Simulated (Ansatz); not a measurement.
**Property card for SiO$_{2}$**

All numbers below come from Ansatz, DFT LDA, scalar-relativistic, plane waves, PAW.

Cutoff 420 eV; k points 4×4×4 on the computed 24-atom cell (Γ-centred); Gaussian smearing, width 0.02 eV; no spin polarisation.

The structure is relaxed at this level of theory with its symmetry kept. This form isn't the usual stable structure of the compound.

Space group P4_12_12 (No. 92). a = 4.947 Å, b = 4.947 Å, c = 6.875 Å, α = 90.00°, β = 90.00°, γ = 90.00°
```tsv
atom	site	symmetry	x	y	z
Si	4a	..2	0.3040	0.6960	0.2500
O	8b	1	0.2374	0.8873	0.0670
```

Formation energy from the elements' standard states (uncorrected)?

-3.111 eV/atom.

Kohn–Sham band gap?

5.55 eV, direct at Γ.

Löwdin character of the top 1 eV of the valence band?

O 2p 96 %.

Löwdin character of the lowest 1 eV of the conduction band?

Si 3s 38 %, O 2s 20 %, Si 3p 17 %, unprojected 20 %.

Electron masses at the edge by Cartesian direction of the computed cell, whose vectors are (6.996, 0.000, 0.000), (0.000, 6.875, 0.000), (0.000, 0.000, 6.996) Å (m_e; degenerate bands sorted by energy; no spin-orbit coupling)?

x: 0.54; y: 0.53; z: 0.54.

Hole masses at the edge by Cartesian direction of the computed cell, whose vectors are (6.996, 0.000, 0.000), (0.000, 6.875, 0.000), (0.000, 0.000, 6.996) Å (m_e; degenerate bands sorted by energy; no spin-orbit coupling)?

x: 1.9; y: 1.7; z: 1.9.

Cost: 3 runs of about 40 core-minutes in all, on Intel Xeon Processor @ 2.50GHz (Skylake/Cascade Lake) (shared hosts).